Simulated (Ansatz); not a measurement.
# C2H2F2N, SMILES C=N[C](F)F: vertical spin-state energies

Program: the Ansatz DFT code, driven from Python.

Notebook, run cell by cell (the value of a cell's last expression is shown):

**Cell 1**
```python
import ansatz
```

**Cell 2**
```python
config = {
    "basis": "def2-SVPD",
    "functional": "b3lyp",
}
```

**Cell 3**
```python
GEOMETRY = """
C     1.15230   -0.32900    0.24360
N    -0.09230   -0.61660    0.10920
C    -1.01130    0.29510   -0.52330
F    -1.19490    1.40870    0.27670
F    -2.22590   -0.33550   -0.71260
H     1.81810   -1.03680    0.72460
H     1.55390    0.61410   -0.11820
"""

geometry = ansatz.Crystal.molecule()
for line in GEOMETRY.strip().splitlines():
    symbol, *xyz = line.split()
    geometry = geometry.atom(symbol, [float(v) for v in xyz])
```

**Cell 4**
```python
model = geometry.calculation()
model = model.basis(gaussian=config["basis"])
model = model.functional(config["functional"]).scf(lower_state_search="light")
found = {}
for unpaired in [1, 3]:
    r = model.spin("collinear", total=unpaired).run().report
    s = unpaired / 2
    found[unpaired] = r["free_energy_ev"]
    print(f"2S+1 = {unpaired + 1}: E = {found[unpaired]:.5f} eV, <S^2> = {abs(r['mean_field']['state']['spin_squared']):.3f} (pure state {s * (s + 1):.2f})")
lowest = min(found, key=found.get)
for unpaired, e in found.items():
    print(f"multiplicity {unpaired + 1}: {96.485332 * (e - found[lowest]):.1f} kJ/mol above the lowest")
```
Output:
```text
2S+1 = 2: E = -9021.27122 eV, <S^2> = 0.756 (pure state 0.75)
2S+1 = 4: E = -9017.16587 eV, <S^2> = 3.757 (pure state 3.75)
multiplicity 2: 0.0 kJ/mol above the lowest
multiplicity 4: 396.1 kJ/mol above the lowest
```

In order: multiplicity 2 (+0.00 eV) and multiplicity 4 (+4.11 eV), all at the one geometry.

Notes:
- The settings weren't tested for convergence.
- The geometry is a force-field or estimated start, not a minimum of this method, and the basis set is short of its limit. All parts are taken at fixed geometry, without zero-point energy.
- The species is open-shell (spin multiplicity 2).
- b3lyp holds the VWN-RPA fit, as in Gaussian; the form of ORCA and Turbomole is b3lyp5.
- Finished in 20 s on 1 thread of Intel(R) Xeon(R) Platinum 8259CL CPU @ 2.50GHz (Skylake/Cascade Lake), with other jobs on the host, peak memory 0.34 GiB.

(Lines on the test bed's own set-up are left out of the output.)
